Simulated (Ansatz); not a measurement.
Two shapes of singlet BNH₆.

Shape 1:

```xyz
8

B     0.0069    0.0010   -0.9084
N     0.0040    0.0045    0.7275
H     0.0094   -1.1785   -1.2389
H    -1.0211    0.5900   -1.2517
H     1.0262    0.5832   -1.2358
H    -0.0033    0.9484    1.0798
H    -0.8286   -0.4726    1.0804
H     0.8307   -0.4719    1.0950
```

Shape 2:

```xyz
8

B     0.0214   -0.0316   -0.8753
N    -0.0076   -0.0103    0.7534
H     0.0592   -1.1526   -1.2031
H    -1.0558    0.5454   -1.2921
H     0.9555    0.5447   -1.2198
H     0.0627    0.9496    1.1183
H    -0.8932   -0.5151    1.0814
H     0.8056   -0.4521    1.0473
```

Basis set: STO-3G (spherical functions). Left uncorrelated: 2 orbitals. Charge 0, multiplicity 1.

Computed with Ansatz (development build ahead of 0.2.0); each method stands on the lowest determinant of its kind that the runs found.

**Question.** Which shape is lower in energy, and by how much in each method?

**Answer.**

```
 method  E(2) − E(1) (eV)
    RHF             0.292
RHF-MP2             0.302
```

Shape 1 is lower.
